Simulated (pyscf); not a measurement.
B–Cl [singlet] + SiH₄ -> H₃Si–BH–Cl, an insertion (singlet surface; H–Si broken, B–Si, B–H formed). Optimised with ωB97X-D3(BJ)/def2-SVP in PySCF. MP2 and CC: frozen core, UHF for open shells. ΔMP2 is the change of the MP2 total energy from the triple- to the quadruple-zeta basis. Energies in kJ/mol from the separated reactants.

Small-basis levels: PySCF, no dispersion term, spherical d functions. AM1 to PM7: differences of heats of formation from MOPAC. Cost: rough CPU time at the saddle relative to B3LYP/6-31G*, from one job on a shared machine.

| level | barrier | reaction energy | cost |
|---|---|---|---|
| HF/STO-3G | 161.6 | -377.3 | 0.05 |
| HF/3-21G | 154.4 | -247.4 | 0.07 |
| HF/6-31G* | 111.4 | -234.6 | 0.09 |
| MP2/6-31G* | 73.7 | -259.7 | 0.1 |
| PBE/6-31G* | 18.1 | -271.5 | 1 |
| B3LYP/3-21G | 93.6 | -270.0 | 0.7 |
| M06-2X/6-31G* | 46.0 | -264.6 | 2 |
| PBE/def2-SVP | 16.9 | -265.5 | 1 |
| AM1 | 19.2 | -117.7 | under 0.02 |
| CCSD(T)/def2-TZVPP + ΔMP2(QZVPP) | 55.0 | -232.3 | – |

Against the last row the barrier runs from -38.0 (PBE/def2-SVP) to +106.6 kJ/mol (HF/STO-3G); M06-2X/6-31G* happens to lie closest here (9.0 kJ/mol apart). CCSD(T)/def2-TZVPP + ΔMP2(QZVPP) has limits of its own. This is the saddle that the search found; another between the same sides may lie lower. The CCSD(T) − MP2 part came from Ansatz, without density fitting, on the same reference.
